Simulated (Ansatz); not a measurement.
# How close CCSD(T) comes to the exact answer in a basis

Each species is computed at the geometry given (Å), with frozen cores, in Ansatz 0.2.0: RHF-CCSD(T) for singlets, UHF-CCSD(T) otherwise, and full CI in the same basis. The program picks the determinant by trial CCSD, so it needn't be the lowest Hartree–Fock solution. States: [H···H···S] Π, [Cl···H···Si] Π, [BH2···H···H] A1. Cases whose determinant has another symmetry than full CI's state, or whose (Q) step broke down, weren't drawn.

Task: Judging by size, spin and bonding, rank them by the size of CCSD(T)'s error in total energy against full CI in the same basis, smallest first (an estimate).
A. [H···H···S], triplet, cc-pVDZ: H 0.000 0.000 -1.298; H 0.000 0.000 -0.126; S 0.000 0.000 1.425
B. [BH₂···H···H], doublet, cc-pVDZ: B -0.186 0.000 0.000; H -0.783 1.034 0.000; H -0.783 -1.034 0.000; H 1.299 0.000 0.000; H 2.263 0.000 0.000
C. [Cl···H···Si], triplet, 6-31G: Cl 0.000 0.000 -1.672; H 0.000 0.000 -0.167; Si 0.000 0.000 1.840

Result: C (10.5 meV), B (17.1 meV), A (22.6 meV).

```tsv
species	basis	correlated electrons	CCSD(T) − full CI (meV)	CCSDT(Q) − full CI (meV)	unpaired electrons (full CI)	T1	⟨S²⟩ of the determinant
[Cl···H···Si], triplet	6-31G	12	10.5	0.2	2.03	0.012	2.02
[BH2···H···H], doublet	cc-pVDZ	7	17.1	0.3	1.03	0.014	0.78
[H···H···S], triplet	cc-pVDZ	8	22.6	0.6	2.04	0.019	2.06
```

Unpaired electrons are Σ n²(2−n)² over natural occupations; an open shell counts its own unpaired electrons too. Frozen cores follow each run's orbitals, which moves totals by a few meV.
